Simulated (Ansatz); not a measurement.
Ansatz (a first-principles code) input (B3LYP-D3(BJ)/def2-TZVP):

Ansatz 0.2 input:
```yaml
crystal:
  periodic: [false, false, false]
  atoms:
    - {symbol: C, position_ang: [-0.08013234, 0.57525697, -0.00091814]}
    - {symbol: C, position_ang: [0.05700598, -0.12057024, 1.29568818]}
    - {symbol: C, position_ang: [0.06052427, -0.13794198, -1.28754906]}
    - {symbol: H, position_ang: [-0.48364300, 1.57357372, -0.00798415]}
    - {symbol: H, position_ang: [0.42369637, 0.55718765, 2.06711636]}
    - {symbol: H, position_ang: [0.41262947, 0.53345993, -2.07128323]}
    - {symbol: H, position_ang: [-0.90737434, -0.50978781, 1.65066929]}
    - {symbol: H, position_ang: [0.73664019, -0.96782425, 1.21425395]}
    - {symbol: H, position_ang: [0.75363857, -0.97368289, -1.19668526]}
    - {symbol: H, position_ang: [-0.89980209, -0.54804840, -1.63072256]}
basis:
  gaussian:
    orbitals: def2-TZVP
hamiltonian:
  xc: b3lyp
  dispersion: d3bj
magnetization: {spin_polarized: true, initial_magnetization: 1}
relax: {f_tol: 0.002, max_steps: 150}
```

Output:

```
Functional definition: B3LYP
integrals: 0.04 GiB planned
848 factors; their error is unknown
mean field: 0.55 GiB planned
mean field evaluation 1: about -3215.4455 eV, gradient 4.6e1 eV
mean field evaluation 2: about -3209.7546 eV, gradient 5.5e1 eV
mean field evaluation 4: about -3225.2540 eV, gradient 2.4e0 eV
mean field evaluation 8: about -3225.2596 eV, gradient 5.1e-2 eV
mean field evaluation 16: about -3225.2596 eV, gradient 3.2e-5 eV
mean field -3225.25957047 eV, -118.5261030555 hartree, gradient 3.2e-5 eV, S^2 0.754142; 0 other end points of the search recorded, 0 dependent functions left out
the calculation of the forces begins
reference -3225.25982872 eV, -118.5261125457 hartree; 13, 12 occupied and 122, 123 virtual orbitals, 848 factors
relax step   1: F+E_penalty+E_count = -3225.49965268 eV  Δ(F+E_penalty+E_count) = +0.000e0 eV  max|allowed force component| = 2.416e-1 eV/Å  Δτ_max = 0.0000 Å  (28 SCF iters, accepted)
these checks for a lower state are left out or cut short: starts, cluster_reference, orbital_swaps, neighbouring_geometries, increment
integrals: 0.04 GiB planned
848 factors; their error is unknown
mean field: 0.55 GiB planned
mean field -3225.27033515 eV, -118.5264986502 hartree, gradient 1.9e-5 eV, S^2 0.754168; 0 other end points of the search recorded, 0 dependent functions left out
the calculation of the forces begins
reference -3225.27059442 eV, -118.5265081780 hartree; 13, 12 occupied and 122, 123 virtual orbitals, 848 factors
relax step   2: F+E_penalty+E_count = -3225.50936987 eV  Δ(F+E_penalty+E_count) = -9.717e-3 eV  max|allowed force component| = 7.750e-2 eV/Å  Δτ_max = 0.0311 Å  (30 SCF iters, accepted)
these checks for a lower state are left out or cut short: starts, cluster_reference, orbital_swaps, neighbouring_geometries, increment
integrals: 0.04 GiB planned
848 factors; their error is unknown
mean field: 0.55 GiB planned
mean field -3225.27331745 eV, -118.5266082474 hartree, gradient 2.0e-5 eV, S^2 0.754168; 0 other end points of the search recorded, 0 dependent functions left out
the calculation of the forces begins
reference -3225.27357719 eV, -118.5266177929 hartree; 13, 12 occupied and 122, 123 virtual orbitals, 848 factors
relax step   3: F+E_penalty+E_count = -3225.51212186 eV  Δ(F+E_penalty+E_count) = -2.752e-3 eV  max|allowed force component| = 3.701e-2 eV/Å  Δτ_max = 0.0362 Å  (30 SCF iters, accepted)
these checks for a lower state are left out or cut short: starts, cluster_reference, orbital_swaps, neighbouring_geometries, increment
integrals: 0.04 GiB planned
848 factors; their error is unknown
mean field: 0.55 GiB planned
mean field evaluation 32: about -3225.2969 eV, gradient 6.2e-2 eV
mean field -3225.27510817 eV, -118.5266740552 hartree, gradient 1.7e-5 eV, S^2 0.754148; 0 other end points of the search recorded, 0 dependent functions left out
the calculation of the forces begins
reference -3225.27536671 eV, -118.5266835563 hartree; 13, 12 occupied and 122, 123 virtual orbitals, 848 factors
relax step   4: F+E_penalty+E_count = -3225.51525019 eV  Δ(F+E_penalty+E_count) = -3.128e-3 eV  max|allowed force component| = 1.187e-1 eV/Å  Δτ_max = 0.0995 Å  (30 SCF iters, accepted)
these checks for a lower state are left out or cut short: starts, cluster_reference, orbital_swaps, neighbouring_geometries, increment
integrals: 0.04 GiB planned
848 factors; their error is unknown
mean field: 0.55 GiB planned
mean field -3225.27803508 eV, -118.5267816174 hartree, gradient 1.5e-5 eV, S^2 0.754169; 0 other end points of the search recorded, 0 dependent functions left out
the calculation of the forces begins
reference -3225.27829546 eV, -118.5267911859 hartree; 13, 12 occupied and 122, 123 virtual orbitals, 848 factors
relax step   5: F+E_penalty+E_count = -3225.51721783 eV  Δ(F+E_penalty+E_count) = -1.968e-3 eV  max|allowed force component| = 6.748e-2 eV/Å  Δτ_max = 0.0918 Å  (30 SCF iters, accepted)
these checks for a lower state are left out or cut short: starts, cluster_reference, orbital_swaps, neighbouring_geometries, increment
integrals: 0.04 GiB planned
848 factors; their error is unknown
mean field: 0.55 GiB planned
mean field -3225.27983932 eV, -118.5268479219 hartree, gradient 1.8e-5 eV, S^2 0.754184; 0 other end points of the search recorded, 0 dependent functions left out
the calculation of the forces begins
reference -3225.28009882 eV, -118.5268574583 hartree; 13, 12 occupied and 122, 123 virtual orbitals, 848 factors
relax step   6: F+E_penalty+E_count = -3225.51960874 eV  Δ(F+E_penalty+E_count) = -2.391e-3 eV  max|allowed force component| = 2.054e-2 eV/Å  Δτ_max = 0.0354 Å  (30 SCF iters, accepted)
these checks for a lower state are left out or cut short: starts, cluster_reference, orbital_swaps, neighbouring_geometries, increment
integrals: 0.04 GiB planned
848 factors; their error is unknown
mean field: 0.55 GiB planned
mean field -3225.27976513 eV, -118.5268451953 hartree, gradient 1.9e-5 eV, S^2 0.754191; 0 other end points of the search recorded, 0 dependent functions left out
the calculation of the forces begins
reference -3225.28002473 eV, -118.5268547353 hartree; 13, 12 occupied and 122, 123 virtual orbitals, 848 factors
relax step   7: F+E_penalty+E_count = -3225.51968099 eV  Δ(F+E_penalty+E_count) = -7.225e-5 eV  max|allowed force component| = 3.664e-2 eV/Å  Δτ_max = 0.0396 Å  (30 SCF iters, accepted)
these checks for a lower state are left out or cut short: starts, cluster_reference, orbital_swaps, neighbouring_geometries, increment
integrals: 0.04 GiB planned
848 factors; their error is unknown
mean field: 0.55 GiB planned
mean field evaluation 64: about -3225.2799 eV, gradient 1.8e-5 eV
mean field -3225.27994757 eV, -118.5268519000 hartree, gradient 1.8e-5 eV, S^2 0.754200; 0 other end points of the search recorded, 0 dependent functions left out
the calculation of the forces begins
reference -3225.28020708 eV, -118.5268614369 hartree; 13, 12 occupied and 122, 123 virtual orbitals, 848 factors
relax step   8: F+E_penalty+E_count = -3225.51978419 eV  Δ(F+E_penalty+E_count) = -1.032e-4 eV  max|allowed force component| = 2.073e-2 eV/Å  Δτ_max = 0.0080 Å  (31 SCF iters, accepted)
these checks for a lower state are left out or cut short: starts, cluster_reference, orbital_swaps, neighbouring_geometries, increment
integrals: 0.04 GiB planned
848 factors; their error is unknown
mean field: 0.55 GiB planned
mean field -3225.27994566 eV, -118.5268518299 hartree, gradient 1.8e-5 eV, S^2 0.754195; 0 other end points of the search recorded, 0 dependent functions left out
the calculation of the forces begins
reference -3225.28020514 eV, -118.5268613653 hartree; 13, 12 occupied and 122, 123 virtual orbitals, 848 factors
relax step   9: F+E_penalty+E_count = -3225.51982009 eV  Δ(F+E_penalty+E_count) = -3.589e-5 eV  max|allowed force component| = 1.363e-3 eV/Å  Δτ_max = 0.0054 Å  (32 SCF iters, accepted)
these checks for a lower state are left out or cut short: starts, cluster_reference, orbital_swaps, neighbouring_geometries, increment
integrals: 0.04 GiB planned
848 factors; their error is unknown
mean field: 0.55 GiB planned
mean field -3225.27993917 eV, -118.5268515911 hartree, gradient 1.8e-5 eV, S^2 0.754198; 0 other end points of the search recorded, 0 dependent functions left out
the calculation of the forces begins
reference -3225.28019863 eV, -118.5268611264 hartree; 13, 12 occupied and 122, 123 virtual orbitals, 848 factors
relax step  10: F+E_penalty+E_count = -3225.51982571 eV  Δ(F+E_penalty+E_count) = -5.618e-6 eV  max|allowed force component| = 9.499e-4 eV/Å  Δτ_max = 0.0065 Å  (32 SCF iters, accepted)
these checks for a lower state are left out or cut short: starts, cluster_reference, orbital_swaps, neighbouring_geometries, increment
integrals: 0.04 GiB planned
848 factors; their error is unknown
mean field: 0.55 GiB planned
mean field -3225.27993741 eV, -118.5268515265 hartree, gradient 1.8e-5 eV, S^2 0.754199; 0 other end points of the search recorded, 0 dependent functions left out
the calculation of the forces begins
reference -3225.28019688 eV, -118.5268610618 hartree; 13, 12 occupied and 122, 123 virtual orbitals, 848 factors
relax step  11: F+E_penalty+E_count = -3225.51982618 eV  Δ(F+E_penalty+E_count) = -4.775e-7 eV  max|allowed force component| = 8.906e-4 eV/Å  Δτ_max = 0.0024 Å  (32 SCF iters, accepted)
integrals: 0.04 GiB planned
848 factors; their error is unknown
mean field: 0.55 GiB planned
mean field evaluation 96: about -3225.2128 eV, gradient 4.2e0 eV
mean field -3225.27993741 eV, -118.5268515265 hartree, gradient 1.8e-5 eV, S^2 0.754199; 1 other end points of the search recorded, 0 dependent functions left out
the calculation of the forces begins
reference -3225.28019688 eV, -118.5268610618 hartree; 13, 12 occupied and 122, 123 virtual orbitals, 848 factors
Total energy: -3225.52008565 eV, -118.5356768117 hartree
Atom 0 at     0.029165     0.606205    -0.000957 Å, force     0.000011    -0.000891     0.000010 eV/Å
Atom 1 at     0.031151    -0.119211     1.295134 Å, force     0.000010     0.000241     0.000280 eV/Å
Atom 2 at     0.031856    -0.137117    -1.286861 Å, force     0.000062     0.000157    -0.000258 eV/Å
Atom 3 at    -0.175315     1.669258    -0.008373 Å, force    -0.000070     0.000308    -0.000009 eV/Å
Atom 4 at     0.200921     0.549372     2.140070 Å, force    -0.000079    -0.000054     0.000145 eV/Å
Atom 5 at     0.201228     0.519802    -2.140971 Å, force    -0.000074    -0.000084    -0.000129 eV/Å
Atom 6 at    -0.925157    -0.634943     1.477658 Å, force     0.000123     0.000095    -0.000088 eV/Å
Atom 7 at     0.801021    -0.899052     1.316900 Å, force    -0.000002     0.000014    -0.000094 eV/Å
Atom 8 at     0.802334    -0.916600    -1.297723 Å, force    -0.000092     0.000059     0.000102 eV/Å
Atom 9 at    -0.924021    -0.656092    -1.462292 Å, force     0.000112     0.000154     0.000039 eV/Å
Dipole moment:    -0.032260    -0.024006     0.000163 e Å
```

It need not be the lowest isomer of its formula.
